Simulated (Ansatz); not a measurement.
**SiF+ (triplet): B3LYP, CAM-B3LYP over a scan of the distance Si1–F2, 6-31G**

How well do these functionals follow the top wave-function level for SiF+ (triplet) over a scan of the distance Si1–F2?

Method: 6-31G, all electrons in the functionals; program: Ansatz 0.2.0, Gaussian basis.

Plan: B3LYP, CAM-B3LYP, at 1.221 Å; 1.384 Å; 1.555 Å; 1.746 Å; 1.912 Å; 2.163 Å; 2.485 Å; 2.926 Å; 3.448 Å; 4.128 Å; 5.350 Å.

29 further runs of the same task are left out: 9 for a known fault of the program, 14 that didn't finish, 6 set aside as unsound or not needed.

## 1. The system

The geometry derives from a PBE0/def2-TZVP stationary point (not a proven minimum). One bond is set to the value named and the two fragments are kept rigid.

2 atoms, charge 1, spin multiplicity 3.

Atoms are counted from 1 here; the program's logs count them from 0.

Bond lengths: Si1–F2 1.555 Å.

No dispersion term is added. B3LYP takes the VWN-RPA correlation.

The geometry shown and the zero of energy belong to the point 1.555 Å. The yardstick, FCI, and other wave-function levels (R restricted, U unrestricted, valence and pair active spaces) come from earlier runs.

## 2. B3LYP, 1.221 Å

Contents of in.yaml:

```yaml
crystal:
  periodic: [false, false, false]
  atoms:
    - {symbol: Si, position_ang: [0.000000, 0.000000, 0.000000]}
    - {symbol: F, position_ang: [0.000000, 0.000000, 1.221000]}
basis:
  gaussian: {orbitals: 6-31G}
total_charge: 1
magnetization: {spin_polarized: true, initial_magnetization: 2}
hamiltonian: {xc: {name: B3LYP}}
```

Command:

```bash
$ ansatz run in.yaml --threads 1 --pin off --events-out ev --progress --plain --max-ram 2393MiB
```

After this run come: B3LYP, 1.384 Å; B3LYP, 1.555 Å; B3LYP, 1.746 Å; B3LYP, 1.912 Å; B3LYP, 2.163 Å; B3LYP, 2.485 Å; B3LYP, 2.926 Å; B3LYP, 3.448 Å; B3LYP, 4.128 Å; B3LYP, 5.350 Å; CAM-B3LYP, 1.221 Å; CAM-B3LYP, 1.384 Å; CAM-B3LYP, 1.555 Å; CAM-B3LYP, 1.746 Å; CAM-B3LYP, 1.912 Å; CAM-B3LYP, 2.163 Å; CAM-B3LYP, 2.485 Å; CAM-B3LYP, 2.926 Å; CAM-B3LYP, 3.448 Å; CAM-B3LYP, 4.128 Å; CAM-B3LYP, 5.350 Å.

Q: Predict the results of all the runs planned. Wanted: span of the FCI curve; largest miss, B3LYP; largest miss, CAM-B3LYP.

The runs gave:

| quantity | value |
| --- | --- |
| span of the FCI curve | 7.871 eV |
| largest miss, B3LYP | +0.349 eV (5.350 Å) |
| largest miss, CAM-B3LYP | +0.360 eV (5.350 Å) |

**Reading.** Of the functionals, B3LYP keep the smallest largest miss at the points compared (at most 0.349 eV) and CAM-B3LYP strays most (0.360 eV, at 5.350 Å). Functionals and the yardstick converge differently with the basis, so part of each miss in 6-31G is the basis.
